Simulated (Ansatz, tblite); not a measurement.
# B(CO)H3 (CH3BO): spin-state energies by level

Aim: set other spin states of B(CO)H3 (CH3BO) against its singlet, on many levels of theory.

Method: as each input shows; program: Ansatz 0.2.0, Gaussian basis.

Plan: triplet, at the geometry of the singlet (GFN1-xTB, GFN2-xTB, PBE0-D4/def2-TZVP, PBE-D4/def2-TZVP, r2SCAN-D4/def2-TZVP); the singlet's energies come from earlier runs.

### Step 1. The structure

The geometry is that of the singlet, from an earlier relaxation (PBE-D4/def2-TZVP).

6 atoms, charge 0, spin multiplicity 1.

Bond lengths: B1–C2 1.504 Å, B1–H4 1.217 Å, B1–H5 1.216 Å, B1–H6 1.217 Å, C2–O3 1.143 Å. Angles: C2–B1–H4 104.9°, C2–B1–H5 105.8°, C2–B1–H6 105.0°, H4–B1–H5 113.4°, H4–B1–H6 113.2°, H5–B1–H6 113.4°, B1–C2–O3 179.3°.

### Step 2. Triplet at the fixed geometry, GFN1-xTB

Tight binding, by tblite at 300 K electronic temperature and without a spin-polarisation term:

```python
tblite.interface.Calculator('GFN1-xTB', numbers, positions, charge=0, uhf=2).singlepoint()
```

Energy -260.1163 eV; 0.006 s.

### Step 3. Triplet at the fixed geometry, GFN2-xTB

Tight binding, by tblite at 300 K electronic temperature and without a spin-polarisation term:

```python
tblite.interface.Calculator('GFN2-xTB', numbers, positions, charge=0, uhf=2).singlepoint()
```

Energy -238.1282 eV; 0.004 s.

### Step 4. Triplet at the fixed geometry, PBE0-D4/def2-TZVP

in.yaml

```yaml
crystal:
  periodic: [false, false, false]
  atoms:
    - {symbol: B, position_ang: [-0.011265, 0.002286, -0.532075]}
    - {symbol: C, position_ang: [0.013277, 0.006073, 0.972075]}
    - {symbol: O, position_ang: [0.039568, -0.001786, 2.115214]}
    - {symbol: H, position_ang: [1.159442, 0.003378, -0.863954]}
    - {symbol: H, position_ang: [-0.606124, 1.011610, -0.856624]}
    - {symbol: H, position_ang: [-0.594898, -1.021551, -0.834637]}
basis:
  gaussian: {orbitals: def2-TZVP}
magnetization: {spin_polarized: true, initial_magnetization: 2}
hamiltonian: {xc: pbe0, dispersion: d4}
scf: {omitted_lower_state_checks: [starts]}
output: {orbitals: {seedname: orbitals}}
```

Command:

```console
> ansatz run in.yaml --threads 2 --pin off --events-out ev --progress --plain --max-ram 4352MiB
```

Output:

```text
Functional definition: PBE0
  name "PBE0"
  cite "Adamo & Barone, J. Chem. Phys. 110, 6158 (1999) doi:10.1063/1.478522"
  cite "Perdew, Burke & Ernzerhof, Phys. Rev. Lett. 77, 3865 (1996) doi:10.1103/PhysRevLett.77.3865"
  parent pbe
  parameter a = 0.25
  parameter kappa = 0.804
  parameter beta = 0.06672455060314922
  exchange = (1 - a)*pbe_x(kappa = kappa, mu = beta*pi^2/3) + a*exact_x
  correlation = pbe_c(beta = beta)
these checks for a lower state are left out or cut short: starts
632 factors; their error is unknown
mean field evaluation 1: about -3796.3268 eV, gradient 2.5e1 eV
mean field evaluation 2: about -3795.2119 eV, gradient 3.0e1 eV
mean field evaluation 4: about -3799.1522 eV, gradient 2.3e0 eV
mean field evaluation 8: about -3799.1947 eV, gradient 2.0e-1 eV
mean field evaluation 16: about -3799.5408 eV, gradient 4.4e-2 eV
mean field evaluation 32: about -3799.5523 eV, gradient 7.8e-6 eV
mean field -3799.55230955 eV, -139.6309719469 hartree, gradient 7.8e-6 eV, S^2 2.009779; 0 other end points of the search recorded, 0 dependent functions left out
reference -3799.55233739 eV, -139.6309729701 hartree; 12, 10 occupied and 99, 101 virtual orbitals, 632 factors
Total energy: -3799.60432584 eV, -139.6328835104 hartree
Checks for a lower state left out: starts
```

Wall time 5 s (2 threads of AMD EPYC 7R43, shared host).

From the report: HOMO -3.56 eV, LUMO -7.52 eV (over both spins; with the spin held, an empty level of the minority spin lies below the top filled one); ⟨S²⟩ 2.010 (pure: 2.00).

### Step 5. Triplet at the fixed geometry, PBE-D4/def2-TZVP

start.molden holds the orbitals of an earlier run on this state, given as this run's starting guess.

Edit in.yaml of step 4 so:

```diff
@@ -10,5 +10,5 @@
 basis:
-  gaussian: {orbitals: def2-TZVP}
+  gaussian: {orbitals: def2-TZVP, initial_orbitals: start.molden}
 magnetization: {spin_polarized: true, initial_magnetization: 2}
-hamiltonian: {xc: pbe0, dispersion: d4}
+hamiltonian: {xc: pbe, dispersion: d4}
 scf: {omitted_lower_state_checks: [starts]}
```

The command is unchanged.

Output:

```text
Functional definition: PBE
  name "PBE"
  cite "Perdew, Burke & Ernzerhof, Phys. Rev. Lett. 77, 3865 (1996) doi:10.1103/PhysRevLett.77.3865"
  parent pbe
  parameter kappa = 0.804
  parameter beta = 0.06672455060314922
  exchange = pbe_x(kappa = kappa, mu = beta*pi^2/3)
  correlation = pbe_c(beta = beta)
these checks for a lower state are left out or cut short: starts
632 factors; their error is unknown
mean field evaluation 1: about -3799.5033 eV, gradient 5.0e0 eV
mean field evaluation 2: about -3799.5910 eV, gradient 1.6e-1 eV
mean field evaluation 4: about -3799.5856 eV, gradient 1.6e-2 eV
mean field evaluation 8: about -3799.5857 eV, gradient 2.1e-5 eV
mean field -3799.58565134 eV, -139.6321972351 hartree, gradient 3.2e-6 eV, S^2 2.005241; 0 other end points of the search recorded, 0 dependent functions left out
reference -3799.58568856 eV, -139.6321986030 hartree; 12, 10 occupied and 99, 101 virtual orbitals, 632 factors
Total energy: -3799.64880585 eV, -139.6345181204 hartree
Checks for a lower state left out: starts
```

It took 3 s on 2 threads of AMD EPYC 7R43, shared host.

From the report: HOMO -2.26 eV, LUMO -8.35 eV (over both spins; with the spin held, an empty level of the minority spin lies below the top filled one); ⟨S²⟩ 2.005 (pure: 2.00).

### Step 6. Triplet at the fixed geometry, r2SCAN-D4/def2-TZVP

Edit in.yaml of step 5 so:

```diff
@@ -12,3 +12,3 @@
 magnetization: {spin_polarized: true, initial_magnetization: 2}
-hamiltonian: {xc: pbe, dispersion: d4}
+hamiltonian: {xc: r2scan, dispersion: d4}
 scf: {omitted_lower_state_checks: [starts]}
```

Same command.

Output, shortened:

```text
Functional definition: r2SCAN
  name "r2SCAN"
  cite "Furness, Kaplan, Ning, Perdew & Sun, J. Phys. Chem. Lett. 11, 8208 (2020) doi:10.1021/acs.jpclett.0c02405"
  cite "Furness, Kaplan, Ning, Perdew & Sun, J. Phys. Chem. Lett. 11, 9248 (2020) doi:10.1021/acs.jpclett.0c03077"
  parent r2scan
[...]
632 factors; their error is unknown
[...]
mean field -3802.10574316 eV, -139.7248089013 hartree, gradient 5.2e-6 eV, S^2 2.012222; 0 other end points of the search recorded, 0 dependent functions left out
reference -3802.10575553 eV, -139.7248093559 hartree; 12, 10 occupied and 99, 101 virtual orbitals, 632 factors
Total energy: -3802.12063314 eV, -139.7253560980 hartree
Checks for a lower state left out: starts
```

It took 6.5 s on 2 threads of AMD EPYC 7R43, shared host.

From the report: HOMO -2.56 eV, LUMO -8.19 eV (over both spins; with the spin held, an empty level of the minority spin lies below the top filled one); ⟨S²⟩ 2.012 (pure: 2.00).

### Step 7. Triplet less singlet, vertical

The singlet's energies are those of its earlier runs, whose logs aren't repeated here.

```tsv
level	triplet less singlet, vertical (kJ/mol)	time
GFN1-xTB	+529.1	0.012 s
GFN2-xTB	+470.7	0.007 s
PBE-D4/def2-TZVP	+576.5	5.5 s
r2SCAN-D4/def2-TZVP	+576.6	8.2 s
PBE0-D4/def2-TZVP	+583.3	6.1 s
```

Times add the two runs; a level without a time comes out of a correlated run. Tight binding without a spin term can't rank spin states.

### Step 8. Summary of results

```
                                                quantity                                       value
triplet less singlet, vertical, functionals in def2-TZVP  +576.5 (PBE-D4) to +583.3 kJ/mol (PBE0-D4)
```

In words: All functionals put the triplet above the singlet, over a spread of 6.8 kJ/mol. The checks for a lower triplet were left out, so another state of that spin may lie lower. These are electronic energies, without zero-point motion, entropy or surroundings.
